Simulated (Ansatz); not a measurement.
# SiH₄Cl− (SMILES [Cl-].[SiH4]): a short trajectory

The task is to watch the atoms for 30 steps of 0.25 fs, started with velocities for 700 K and run at constant energy.

Computed with Ansatz 0.2.0, Gaussian basis. Level: Hartree-Fock/def2-SVP.

**1. The system as given**

The start, a pair relaxed at PBE0-D4: SMILES `[Cl-].[SiH4]`, 6 atoms, charge -1, spin multiplicity 1.

Atoms are counted from 1 here; the program's logs count them from 0.

Bond lengths: Si2–H3 1.495 Å, Si2–H4 1.495 Å, Si2–H5 1.494 Å, Si2–H6 1.495 Å. Angles: H3–Si2–H4 106.1°, H3–Si2–H5 112.7°, H3–Si2–H6 106.1°, H4–Si2–H5 112.7°, H4–Si2–H6 106.1°, H5–Si2–H6 112.6°.

Geometry (Å):

| atom | x (Å) | y (Å) | z (Å) |
| --- | --- | --- | --- |
| Cl1 | 0.18876 | -0.18190 | -3.33465 |
| Si2 | -0.03464 | 0.03327 | 0.62031 |
| H3 | 0.86217 | 1.08561 | 1.18965 |
| H4 | 0.33689 | -1.24286 | 1.30577 |
| H5 | 0.06205 | -0.06181 | -0.86745 |
| H6 | -1.41534 | 0.36768 | 1.08648 |

**2. Dynamics**

File md/in.yaml:

```yaml
crystal:
  periodic: [false, false, false]
  atoms:
    - {symbol: Cl, position_ang: [0.188765, -0.181899, -3.334647]}
    - {symbol: Si, position_ang: [-0.034642, 0.033269, 0.620309]}
    - {symbol: H, position_ang: [0.862172, 1.085614, 1.189647]}
    - {symbol: H, position_ang: [0.336893, -1.242860, 1.305766]}
    - {symbol: H, position_ang: [0.062055, -0.061808, -0.867455]}
    - {symbol: H, position_ang: [-1.415343, 0.367683, 1.086480]}
basis:
  gaussian: {orbitals: def2-SVP}
total_charge: -1
hamiltonian: {xc: hf}
md: {n_steps: 30, timestep: 0.25, temperature: 700, ensemble: nve, seed: 917, initial_velocities: maxwell_boltzmann}
```

Command:

```bash
$ ansatz run in.yaml --threads 2 --pin off --events-out ev --progress --plain --max-ram 5222MiB
```

Q: Predict the outcome of this session. Wanted: temperature at the start; mean temperature, second half; lowest and highest potential energy, from the first frame; largest change of potential + kinetic.

**Answer**, as computed:

```
                                                 quantity             value
                                                   length  30 steps, 7.5 fs
                                 temperature at the start             700 K
                            mean temperature, second half             515 K
lowest and highest potential energy, from the first frame     0 and 129 meV
                    largest change of potential + kinetic           0.3 meV
```

In words: With no thermostat the total energy should stay fixed; it holds within 0.3 meV, small beside the kinetic energy, so the time step serves. The temperature runs between 451 and 700 K. No bond breaks or forms, judged by distance.
